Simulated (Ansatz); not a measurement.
Species: C5H5N, SMILES `c1ccncc1` (charge 0, multiplicity 1), formula C5H5N.

Question: How many basis functions does frozen-core CCSD(T)/cc-pVTZ // PBE-D3(BJ)/def2-SVP (Ansatz, a program for electronic structure) use, how many core orbitals are frozen, and how many electrons are correlated?

Answer: 250 basis functions and 6 frozen orbitals, which leaves 30 correlated electrons. Core time is of the order of minutes.
